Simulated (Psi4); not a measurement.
**singlet CH3OSi+: levels of theory compared**

Wanted: a comparison of 3 runs (B3LYP/6-31G*, HSE06/aug-cc-pVDZ) of singlet CH3OSi+. 

Program for the calculation: Psi4 1.11.

1 further run of the same task is left out (set aside as unsound or not needed).

## Step 1: The molecule

The species is CH3OSi+ (6 atoms), meant as a singlet with charge +1. SMILES of the parent species: `O=C[SiH2]`. The coordinates come from a GFN2-xTB relaxation. This is one conformer, not always the lowest. That shape belongs to the parent species and isn't relaxed for this state.

Bond lengths: O1–C2 1.230 Å, C2–Si3 1.846 Å, C2–H4 1.110 Å, Si3–H5 1.452 Å, Si3–H6 1.448 Å. Angles: O1–C2–Si3 124.1°, O1–C2–H4 119.3°, Si3–C2–H4 116.7°, C2–Si3–H5 118.9°, C2–Si3–H6 122.6°, H5–Si3–H6 118.6°.

## Step 2: The energy at B3LYP/6-31G(d) (spherical functions) (run 1)

The input, job.dat:

```
memory 1600 MB

molecule m {
  1 1
  O     -0.405500    -1.673820     0.915670
  C     -0.242670    -0.939410    -0.057320
  Si     0.219510     0.844060     0.059210
  H     -0.377500    -1.353030    -1.078150
  H      0.382310     1.607150    -1.165410
  H      0.423850     1.515060     1.325990
  units angstrom
  symmetry c1
  no_reorient
  no_com
}

set basis 6-31G*
set puream true
set e_convergence 1e-09
set d_convergence 1e-08
set scf_type pk
set dft_radial_points 99
set dft_spherical_points 590

result, w = energy('b3lyp', return_wfn=True)
oeprop(w, 'LOWDIN_CHARGES', 'WIBERG_LOWDIN_INDICES', 'QUADRUPOLE', title='B3LYP')
```

Command:

```bash
$ psi4 -n 1 job.dat job.out
```

job.out:

```text
[...]
  Running in c1 symmetry.
[...]
  Nuclear repulsion =   89.590700312487598
[...]
  Multiplicity = 1
[...]
  Nalpha       = 15
  Nbeta        = 15
[...]
    Number of basis functions: 52
[...]
   @RKS iter   1:  -404.14075740976290   -1.15603e-01   8.37158e-03 ADIIS/DIIS
[...]
   @RKS iter  11:  -404.23227743357876   -7.56017e-12   5.78045e-09 DIIS
[...]
    Orbital Energies [Eh]
    ---------------------
    Doubly Occupied:
       1A    -66.448271     2A    -19.411025     3A    -10.508496
       4A     -5.609724     5A     -3.974505     6A     -3.963462
       7A     -3.963283     8A     -1.283246     9A     -0.890101
      10A     -0.780956    11A     -0.695756    12A     -0.663431
      13A     -0.635849    14A     -0.626405    15A     -0.488305
[...]
  @RKS Final Energy:  -404.23227743357876
   => Energetics <=
    Nuclear Repulsion Energy =             89.5907003124875985
    One-Electron Energy =                -727.1433901610894281
    Two-Electron Energy =                 262.1486595532990691
    DFT Exchange-Correlation Energy =     -28.8282471382759944
    Empirical Dispersion Energy =           0.0000000000000000
    VV10 Nonlocal Energy =                  0.0000000000000000
    Total Energy =                       -404.2322774335787585
[...]
 Multipole Moments:
 ------------------------------------------------------------------------------------
     Multipole            Electronic (a.u.)      Nuclear  (a.u.)        Total (a.u.)
 ------------------------------------------------------------------------------------
 L = 1.  Multiply by 2.5417464519 to convert [e a0] to [Debye]
 Dipole X            :          2.6230583           -2.2643076            0.3587506
 Dipole Y            :         11.7142633          -10.2819998            1.4322634
 Dipole Z            :        -13.4501557           13.0255231           -0.4246326
 Magnitude           :                                                    1.5363572
 L = 2.  Multiply by 1.3450342976 to convert [e a0^2] to [Debye ang]
 Quadrupole XX       :        -24.0858083           10.0406749          -14.0451333
 Quadrupole XY       :        -39.6032894           39.8493085            0.2460191
[...]
```

Wall time 5.7 s (1 thread of Intel Xeon 6975P-C (Granite Rapids), shared host); peak memory 0.68 GiB.

## Step 3: Energy and forces at B3LYP/6-31G(d) (Cartesian functions) (run 2)

The input, calc.py:

```python
import psi4

psi4.set_memory(1600000000)
psi4.set_num_threads(1)
psi4.core.set_output_file('ch3osi.out', False)

m = psi4.geometry("""
1 1
O     -0.76628394    -3.16306138     1.73036552
C     -0.45857984    -1.77522762    -0.10831910
Si     0.41481378     1.59504223     0.11189068
H     -0.71337161    -2.55685614    -2.03740822
H      0.72246119     3.03707334    -2.20230572
H      0.80096042     2.86304846     2.50575794
units bohr
symmetry c1
""")

psi4.set_options({
    'basis': '6-31G*',
    'puream': False,
    'e_convergence': 1e-09,
    'd_convergence': 1e-08,
    'scf_type': 'pk',
    'dft_radial_points': 99,
    'dft_spherical_points': 590,
})

E, wfn = psi4.gradient('b3lyp', return_wfn=True)
psi4.oeprop(wfn, 'LOWDIN_CHARGES', 'QUADRUPOLE', 'MAYER_INDICES', title='B3LYP')
print('gradient / Eh bohr^-1')
print(E.np.round(6))
print(f'energy = {wfn.energy():.10f} Eh')
```

Command:

```bash
$ python calc.py
```

ch3osi.out:

```text
[...]
  Running in c1 symmetry.
[...]
  Nuclear repulsion =   89.590700435700484
[...]
  Multiplicity = 1
[...]
  Nalpha       = 15
  Nbeta        = 15
[...]
    Number of basis functions: 55
[...]
   @RKS iter   1:  -404.14483068798205   -1.17540e-01   8.03477e-03 ADIIS/DIIS
[...]
   @RKS iter  11:  -404.23612817772386   -8.69704e-12   6.35387e-09 DIIS
[...]
    Orbital Energies [Eh]
    ---------------------
    Doubly Occupied:
       1A    -66.461824     2A    -19.415515     3A    -10.515273
       4A     -5.612528     5A     -3.977832     6A     -3.966804
       7A     -3.966608     8A     -1.283676     9A     -0.890253
      10A     -0.781118    11A     -0.696064    12A     -0.663895
      13A     -0.635914    14A     -0.626728    15A     -0.488651
[...]
  @RKS Final Energy:  -404.23612817772386
   => Energetics <=
    Nuclear Repulsion Energy =             89.5907004357004837
    One-Electron Energy =                -727.0864946413420284
    Two-Electron Energy =                 262.0665295099712466
    DFT Exchange-Correlation Energy =     -28.8068634820535046
    Empirical Dispersion Energy =           0.0000000000000000
    VV10 Nonlocal Energy =                  0.0000000000000000
    Total Energy =                       -404.2361281777238560
[...]
  -Total Gradient:
     Atom            X                  Y                   Z
    ------   -----------------  -----------------  -----------------
       1       -0.006391082156    -0.026298608117     0.014221737075
       2        0.014130250312     0.055556602484    -0.006482339212
       3       -0.004771477558    -0.018053758561    -0.006082968685
       4       -0.000687752009    -0.002631522597     0.000118744543
       5       -0.001018889301    -0.004813715884     0.008806848150
       6       -0.001260072790    -0.003755828942    -0.010575974170
[...]
 Multipole Moments:
 ------------------------------------------------------------------------------------
     Multipole            Electronic (a.u.)      Nuclear  (a.u.)        Total (a.u.)
 ------------------------------------------------------------------------------------
 L = 1.  Multiply by 2.5417464519 to convert [e a0] to [Debye]
 Dipole X            :         -0.0915062            0.5406274            0.4491212
 Dipole Y            :         -0.4403239            2.2775816            1.8372578
 Dipole Z            :          0.6636472           -1.5614253           -0.8977781
 Magnitude           :                                                    2.0936168
 L = 2.  Multiply by 1.3450342976 to convert [e a0^2] to [Debye ang]
 Quadrupole XX       :        -23.8609916            9.8847132          -13.9762784
 Quadrupole XY       :        -38.5782604           39.1380087            0.5597484
[...]
```

On the terminal:

```text
gradient / Eh bohr^-1
[[-0.006391 -0.026299  0.014222]
 [ 0.01413   0.055557 -0.006482]
 [-0.004771 -0.018054 -0.006083]
 [-0.000688 -0.002632  0.000119]
 [-0.001019 -0.004814  0.008807]
 [-0.00126  -0.003756 -0.010576]]
energy = -404.2361281777 Eh
```

It took 6.6 s on 1 thread of Intel Xeon 6975P-C (Granite Rapids), shared host; peak memory 0.71 GiB.

## Step 4: Energy and gradient at HSE06/aug-cc-pVDZ (run 3)

The input, ch3osi.inp:

```
memory 1600 MB

molecule {
  1 1
  O
  C 1 r2
  Si 2 r3 1 a3
  H 2 r4 1 a4 3 d4
  H 3 r5 2 a5 4 d5
  H 3 r6 5 a6 2 d6

  r2 = 1.22987
  r3 = 1.846065
  a3 = 124.06302
  r4 = 1.109664
  a4 = 119.28339
  d4 = -179.94936
  r5 = 1.452069
  a5 = 118.85101
  d5 = -0.02165
  r6 = 1.448008
  a6 = 118.5852
  d6 = -179.86538
  units angstrom
  symmetry c1
  no_reorient
  no_com
}

set {
  basis aug-cc-pVDZ
  puream true
  e_convergence 1e-09
  d_convergence 1e-08
  scf_type pk
  dft_radial_points 99
  dft_spherical_points 590
}

gradient('hse06')
```

Command:

```bash
$ psi4 -i ch3osi.inp -o ch3osi.out -n 1
```

ch3osi.out:

```text
[...]
  Running in c1 symmetry.
[...]
  Nuclear repulsion =   89.590703919207044
[...]
  Multiplicity = 1
[...]
  Nalpha       = 15
  Nbeta        = 15
[...]
    Number of basis functions: 100
[...]
   @RKS iter   1:  -403.91778043975211   -1.31912e-01   4.51521e-03 ADIIS/DIIS
[...]
   @RKS iter  11:  -404.01890006664803   -9.38485e-11   4.65490e-09 DIIS
[...]
    Orbital Energies [Eh]
    ---------------------
    Doubly Occupied:
       1A    -66.594016     2A    -19.472470     3A    -10.547457
       4A     -5.653787     5A     -3.994219     6A     -3.983474
       7A     -3.983149     8A     -1.299607     9A     -0.893481
      10A     -0.780320    11A     -0.696880    12A     -0.665788
      13A     -0.627787    14A     -0.627126    15A     -0.487565
[...]
  @RKS Final Energy:  -404.01890006664803
   => Energetics <=
    Nuclear Repulsion Energy =             89.5907039192070442
    One-Electron Energy =                -727.0369308726707231
    Two-Electron Energy =                 260.7250309810152089
    DFT Exchange-Correlation Energy =     -27.2977040941995810
    Empirical Dispersion Energy =           0.0000000000000000
    VV10 Nonlocal Energy =                  0.0000000000000000
    Total Energy =                       -404.0189000666480297
[...]
 Multipole Moments:
 ------------------------------------------------------------------------------------
     Multipole            Electronic (a.u.)      Nuclear  (a.u.)        Total (a.u.)
 ------------------------------------------------------------------------------------
 L = 1.  Multiply by 2.5417464519 to convert [e a0] to [Debye]
 Dipole X            :          0.0037990           -0.0034384            0.0003606
 Dipole Y            :         -0.0351793           -0.8973604           -0.9325397
 Dipole Z            :         -0.7542565            2.6669150            1.9126585
 Magnitude           :                                                    2.1278846
[...]
  -Total Gradient:
     Atom            X                  Y                   Z
    ------   -----------------  -----------------  -----------------
       1       -0.000004971223     0.013132089473    -0.038043952914
       2       -0.000002319219    -0.040682931559     0.052013344220
       3        0.000042189516     0.017611825758    -0.004720049402
       4       -0.000009179644    -0.001260079311    -0.002903449349
       5       -0.000020085436    -0.002239149640    -0.014064434416
       6       -0.000005450674     0.013430906667     0.007722479882
[...]
```

It took 44 s on 1 thread of Intel Xeon 6975P-C (Granite Rapids), shared host; peak memory 0.9 GiB.

## Step 5: All runs side by side

```csv
run,level,task,Cartesian functions,energy (Eh),HOMO energy (eV),LUMO energy (eV),HOMO–LUMO gap (eV),wall time
1,B3LYP/6-31G* (spherical functions),energy,no,-404.232277,-13.29,-10.78,2.51,5.7 s
2,B3LYP/6-31G* (Cartesian functions),gradient,yes,-404.236128,-13.30,-10.78,2.51,6.6 s
3,HSE06/aug-cc-pVDZ,gradient,no,-404.018900,-13.27,-11.03,2.24,44 s
```

## Step 6: Results

```
                       quantity          value
            run 3: total energy  -404.01890 Eh
             run 3: HOMO energy      -13.27 eV
             run 3: LUMO energy      -11.03 eV
           run 3: HOMO–LUMO gap        2.24 eV
run 3: largest force on an atom     3.396 eV/Å
```

What this shows: The HOMO–LUMO gap runs from 2.24 eV (HSE06/aug-cc-pVDZ) to 2.51 eV (B3LYP/6-31G*). The two ends differ in method and basis. Totals of different functionals can't be ranked against each other. All runs together took 56 s, the longest 44 s.
